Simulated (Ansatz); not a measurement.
An Ansatz input:

```yaml
crystal:
  lattice:
    - [3.3090008396, 0.0, 0.0]
    - [-1.6545004198, 2.8656787882, 0.0]
    - [0.0, 0.0, 5.2733]
  atoms:
    - { symbol: Sc, position: [0.3333333333, 0.6666666667, 0.25], spin: 1.0 }
    - { symbol: Sc, position: [0.6666666667, 0.3333333333, 0.75], spin: 1.0 }
hamiltonian:
  xc: r2scan
  pseudopotentials:
    kind: paw
    azcp:
      Sc: "pseudopotentials/Sc.paw.azcp"
basis:
  ecutwfc: 500
  fft_grid_basis: typed
kpoints:
  mp_grid: { grid: [11, 11, 6], shift: [0, 0, 0] }
magnetization:
  spin_polarized: true
scf:
  occupations: { method: fermi_dirac, width: 0.05 }
relax:
  max_steps: 60
  f_tol: 0.01
  cell: {}
```

Terminal output

```
Engine: ansatz 0.2.0, aarch64-unknown-linux-gnu
Pseudopotentials: kind: paw
Pseudopotential: Sc, paw, valence charge 11, recommended cutoff 500 eV (meta_gga) 
Functional definition: r2SCAN
  parameter k0 = 0.174
  parameter k1 = 0.065
  parameter a1 = 4.9479
  exchange = r2scan_x(k0 = k0, k1 = k1, a1 = a1)
  correlation = r2scan_c
Crystal: 2 atoms, lattice volume = 50.004 Å³
Basis set: ecut = 500 eV, 1255 PW (Γ), exchange–correlation on 100×100×160 points (64 copies of the dense FFT grid, shifted against one another)
Bands: 16, of which v1, the nominal top of the filled ones, is band 11 counted from 1 (10 counted from 0)
Symmetry: 24 space group operations
Space group: P63/mmc (ITA 194), of the structure as read, at distance tolerance 3.7e-5 Å
Magnetic group: BNS 194.263 (UNI 1493), of the structure as read, at distance tolerance 3.7e-5 Å
k-points: 64 of 726
Non-local potential: Sc, projectors of the file, l = 0: 3, l = 1: 2, l = 2: 3, l = 3: 1
PAW form: soft (Blöchl's): semilocal exchange-correlation on the pseudo side does not see the compensation charge
PAW frozen core: Sc, regenerated for the run's functional (the file was generated under x = pbe(κ = 0.804, μ = 0.2195149727645171), c = pbe(β = 0.06672455060314922))
PAW one-centre angular grid: Sc, 590 points (default); XC on 160 Gauss nodes
Initial density: superposition of atomic densities (chi_scale 0.1, normalization cell)
Starting moments: Σ|m| = 2 μB on 2 of 2 sites
Initial wavefunctions: pseudopotential atomic-orbital guess
Functional: x = r2scan, c = r2scan; τ floored in thin density (d = 2e-4 eV/Å³)
iter 1 solved again at ethr=2.23e-3 eV; its pass at ethr=3.10e-3 eV (dr2=4.91e-1 eV) is discarded
SCF iter   1: F=—  HF=-4280.860483 eV  |F-HF|=—  |Δ(HF+E_count)|=         —  Δρ=3.55e-2 (↑3.55e-2 ↓1.14e-2)  dr2=5.28e-1  dr2_τ=1.02e-2  dr2_m=2.26e-1  M=1.420 μB ∫|m|=1.420 μB  β_m=1.00  ethr=2.23e-3  ⟨swp⟩=1.8  Hψ=11657  notcnv=0
Mixer restart at iter 1: flushing history
SCF iter   2: F=—  HF=-4281.086088 eV  |F-HF|=—  |Δ(HF+E_count)|=   2.26e-1  Δρ=1.23e-2 (↑1.23e-2 ↓8.85e-3)  dr2=2.90e-1  dr2_τ=4.02e-4  dr2_m=5.58e-3  M=1.472 μB ∫|m|=1.472 μB  β_m=1.00  ethr=2.23e-3  ⟨swp⟩=2.0  Hψ=3072  notcnv=0  κ⁻¹=1.0e0(r=1)
SCF iter   3: F=—  HF=-4281.219771 eV  |F-HF|=—  |Δ(HF+E_count)|=         —  Δρ=4.92e-3 (↑4.92e-3 ↓4.50e-3)  dr2=5.47e-2  dr2_τ=4.24e-4  dr2_m=9.44e-4  M=1.379 μB ∫|m|=1.390 μB  β_m=1.00  ethr=1.32e-3  ⟨swp⟩=2.5  Hψ=3841  notcnv=0  defer=2
...
an SCF from antiferromagnetic starting moments (-1.00, 1.00 Bohr magnetons, atom by atom) was not made, so that it is not known whether that order lies lower: the deck asks for what bars it, or types moments that do (magnetization.spin_polarized, in the input reference, names some of the keys), or the run goes by scf.lower_state_search: light, the default, which as a rule tries one only behind a close that has lost an order of both signs, or on which an open d or half-filled 4f shell of a PAW file has lost a moment that was set nearer to Hund's than to what is left; or, under a Hubbard U, one that names an f shell that the input leaves bare beside given moments, or a larger moment for a shell of low spin that is given one. standard, with a start from the atoms, tries one behind each close (in a relaxation, ahead of its steps or at their end). To set out from that order, type those moments (crystal.atoms[].spin; where shells were raised to Hund's moment, beside crystal.symmetry.detect: false) under scf.lower_state_search: light. The bands of the close that named these starting moments, or of the one ahead of a search that led to it (under cold or Methfessel-Paxton smearing those of the Gaussian ahead of it) read a cost of +8.85 meV for the turn to them, carried on from a small turn (+8.85 by the pairs of d shells alone)
SCF converged after 7 iterations
Stability not checked: this state was not tested for a lower state beside it, because the mixer in use, unlike msr1, does not test its closes by its own steps (another_mixer; see scf.mixing.algorithm and scf.lower_state_search)
Magnetization: 1.3660 μB (11.6830 up, 10.3170 down)
Absolute magnetization: 1.3862 μB (∫|ρ↑−ρ↓|, with the PAW one-centre terms)
Spin contamination: 0.0248 ħ² per cell (⟨S²⟩ above its minimum at these occupations)
Per-site moments (μB) at R_I (Å): [(0.4536468523236007, 1.3502242172539731), (0.45364685232360097, 1.3502242172539731)]
Free energy (F): -4281.229766 eV
Harris-Foulkes:  -4281.229766 eV  (|F-HF|=0.00e0)
Internal energy: -4281.218138 eV  (E = F + TS)
E sigma→0 (E₀):  -4281.223952 eV
Entropy (-TS):   -0.011628 eV (-5.814 meV/atom)
Fermi energy:    9.301406 eV
--- Per-component energies (eV) ---
  E_band       = -363.621618
  E_kinetic    = 520.097041
  E_local      = -1688.543317  (includes V_loc(G=0)·N_el)
  E_nonlocal   = 163.585063
  E_hartree    = 573.934634
  E_xc         = -200.006060
  E_vxc        = -282.639752  (∫ρ·V_xc dr)
  E_paw        = -1927.835777  (= ΣΔE_a)
  E_vpaw       = -242.630614  (= ΣTr[D̂ρ^β])
  E_aug_tail   = 0.000010  (compensation charges beyond the density's cutoff)
  E_vtau       = 18.640670  (kinetic-family band-sum trace: ∫τ·v_τ [+ j·A + Jᵃ·Aᵃ] dr)
  E_ewald      = -1721.972747
  E_core_change = -0.476984  (= ΣΔE_core)
  E_smearing   = -0.011628  (= −TS)
  E_closure    = 0.000000  (closes the sum)
  Σ components = -4281.229766   (vs F -4281.229766, Δ=0.00e0)
--- Forces (eV/Å), atoms counted from 1 ---
  atom   1  Sc     0.00000000     0.00000000     0.00000000
  atom   2  Sc    -0.00000000    -0.00000000    -0.00000000
  max |Σ_I F_I| component: 2.31e-17 eV/Å
--- Stress (GPa, compression-positive) ---
       -0.015106       0.000000       0.000000
       -0.000000      -0.015106       0.000000
        0.000000       0.000000       0.005449
  P = ⅓ Tr σ = -0.0083 GPa (-0.083 kbar)
--- Relaxed structure (3 steps of the walk, 3 accepted, 1 SCFs on fresh bases) ---
  F+E_penalty+E_count = -4281.22976631 eV   max|allowed force component| = 2.290e-16 eV/Å   (the final SCF, on the basis selected at the relaxed cell)
  cell:  # Å, volume = 49.9136 Å³
    - [3.2871875402539743, 1.1532155294541458e-33, -2.991884258474101e-19]
    - [-1.6435937701269872, 2.8467879168636236, 1.4959421292370547e-19]
    - [-4.767935707813923e-19, 7.351163382896691e-34, 5.333829624703495]
  atoms:
    - { symbol: Sc, position: [0.33333333333333337, 0.6666666666666667, 0.25000000000000006] }
    - { symbol: Sc, position: [0.6666666666666666, 0.33333333333333337, 0.7500000000000002] }
```
